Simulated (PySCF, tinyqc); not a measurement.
MP2 on RHF in the sto-6g basis, frozen core, for CH2, spin multiplicity 1, step by step. The lowest restricted solution is unstable here: a spin-polarised one lies 0.0351 hartree lower (PySCF). One step of it, computed by the program tinyqc.

Task: Second-order Moller-Plesset energy. E2 = sum_ijab (ia|jb) [2 (ia|jb) - (ib|ja)] / (e_i + e_j - e_a - e_b) over occupied i, j and virtual a, b; the opposite-spin part is (ia|jb)^2 / denominator, the rest is same-spin, and SCS-MP2 scales them by 6/5 and 1/3.

orbital energies (hartree): MO1 -11.154374, MO2 -0.884841, MO3 -0.556179, MO4 -0.315989, MO5 0.214818, MO6 0.786358, MO7 0.800366

Two-electron integrals over orbitals (pq|rs), unique and non-zero (hartree); the lowest 1 orbital is frozen and left out:
```
(22|22) 0.575890    (32|32) 0.148237    (33|22) 0.541454    (33|33) 0.551011
(42|22) 0.040718    (42|33) 0.022173    (42|42) 0.064479    (43|32) 0.012375
(43|43) 0.030853    (44|22) 0.495047    (44|33) 0.481888    (44|42) -0.075870
(44|44) 0.693008    (52|52) 0.086733    (53|53) 0.022106    (54|52) -0.040188
(54|54) 0.056322    (55|22) 0.548339    (55|33) 0.503905    (55|42) -0.035522
(55|44) 0.590935    (55|55) 0.673218    (62|32) -0.014187   (62|43) -0.032076
(62|62) 0.052544    (63|22) 0.032632    (63|33) 0.025001    (63|42) -0.057474
(63|44) 0.125512    (63|55) 0.114527    (63|63) 0.118613    (64|32) -0.072653
(64|43) 0.017860    (64|62) -0.006790   (64|64) 0.065672    (65|53) 0.018124
(65|65) 0.021123    (66|22) 0.533952    (66|33) 0.543512    (66|42) -0.004763
(66|44) 0.537508    (66|55) 0.534461    (66|63) 0.055633    (66|66) 0.574995
(72|22) 0.082410    (72|33) 0.033546    (72|42) -0.001907   (72|44) 0.081601
(72|55) 0.126704    (72|63) 0.073058    (72|66) 0.043920    (72|72) 0.100296
(73|32) -0.064459   (73|43) -0.021156   (73|62) 0.048826    (73|64) 0.032082
(73|73) 0.075514    (74|22) 0.025192    (74|33) 0.005424    (74|42) -0.005266
(74|44) 0.054077    (74|55) 0.038035    (74|63) 0.033903    (74|66) 0.010888
(74|72) 0.040799    (74|74) 0.026843    (75|52) 0.058860    (75|54) -0.018738
(75|75) 0.049189    (76|32) 0.112615    (76|43) 0.024188    (76|62) -0.034220
(76|64) -0.050364   (76|73) -0.070976   (76|76) 0.110076    (77|22) 0.570526
(77|33) 0.539645    (77|42) 0.056116    (77|44) 0.469045    (77|55) 0.526633
(77|63) -0.000253   (77|66) 0.539739    (77|72) 0.069048    (77|74) 0.019921
(77|77) 0.605486
```

Hartree-Fock energy = -38.72940073 hartree

Give: Terms; Pair energies; MP2 correlation energy; SCS-MP2 correlation energy; MP2 total energy.

Result:

Terms:
```
i  j  a  b  (ia|jb)  (ib|ja)  denominator       term
3  3  6  6   0.1186   0.1186      -2.6851    -0.0052
2  2  5  5   0.0867   0.0867      -2.1993    -0.0034
4  4  5  5   0.0563   0.0563      -1.0616    -0.0030
2  2  7  7   0.1003   0.1003      -3.3704    -0.0030
3  2  6  7   0.0731   0.0488      -3.0277    -0.0023
2  3  7  6   0.0731   0.0488      -3.0277    -0.0023
3  3  7  7   0.0755   0.0755      -2.7131    -0.0021
4  4  6  6   0.0657   0.0657      -2.2047    -0.0020
2  4  5  5  -0.0402  -0.0402      -1.6305    -0.0010
4  2  5  5  -0.0402  -0.0402      -1.6305    -0.0010
2  2  6  6   0.0525   0.0525      -3.3424    -0.0008
4  2  7  7   0.0408   0.0408      -2.8016    -0.0006
2  4  7  7   0.0408   0.0408      -2.8016    -0.0006
4  3  7  6   0.0339   0.0321      -2.4589  -4.93e-04
3  4  6  7   0.0339   0.0321      -2.4589  -4.93e-04
3  2  7  6   0.0488   0.0731      -3.0277  -3.97e-04
2  3  6  7   0.0488   0.0731      -3.0277  -3.97e-04
4  3  6  7   0.0321   0.0339      -2.4589  -3.95e-04
3  4  7  6   0.0321   0.0339      -2.4589  -3.95e-04
4  4  7  7   0.0268   0.0268      -2.2327  -3.23e-04
3  3  5  5   0.0221   0.0221      -1.5420  -3.17e-04
2  4  6  6  -0.0068  -0.0068      -2.7735  -1.66e-05
4  2  6  6  -0.0068  -0.0068      -2.7735  -1.66e-05
```

Pair energies (hartree; pair i-j sums ij and ji):
```
pair  opposite spin  same spin
2-2         -0.0072     0.0000
3-2         -0.0051  -3.88e-04
3-3         -0.0077     0.0000
4-2         -0.0032     0.0000
4-3         -0.0018  -2.70e-06
4-4         -0.0053     0.0000
```

MP2 correlation energy = -0.030622 hartree

SCS-MP2 correlation energy = -0.036408 hartree

MP2 total energy = -38.760023 hartree
